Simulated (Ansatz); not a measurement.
Barrier H2 + HS via H3S, on the benchmark's geometries as Psi4's copy gives them; open shells unrestricted, no zero-point energy, no spin–orbit coupling.
Transition structure (charge 0, multiplicity 2, Z-matrix in Å and degrees):
```
S
H 1 1.3377
H 1 1.4291 2 91.15
H 3 1.1495 1 172.62 2 0.00
```

Frozen-core correlation. CBS: X⁻³ extrapolation of the correlation energy, Hartree–Fock from the larger set.

Run with Ansatz (Gaussian basis) for Hartree–Fock, density functionals and correlated methods. Values without a source in brackets are computed.

Barrier heights (kcal/mol): PBE/def2-TZVPPD 9.24; B3LYP/def2-TZVPPD 15.71; wB97M-V/def2-TZVPPD 16.52; CCSD(T)/CBS(aug-cc-pV(D+d)Z, aug-cc-pV(T+d)Z) 17.42.

Q: With all else equal, by what factor does exp(−ΔE‡/RT) at 298.15 K differ from its value at CCSD(T)/CBS(aug-cc-pV(D+d)Z, aug-cc-pV(T+d)Z)?

A: 
RT = 0.5925 kcal/mol, so the factor is exp(−(ΔE‡ − 17.42)/RT): PBE/def2-TZVPPD 990000; B3LYP/def2-TZVPPD 18; wB97M-V/def2-TZVPPD 4.5. Each 1.36 kcal/mol is a factor of ten. CCSD(T)/CBS(aug-cc-pV(D+d)Z, aug-cc-pV(T+d)Z) is the comparison, a level with limits of its own.

Ansatz is an electronic-structure program.
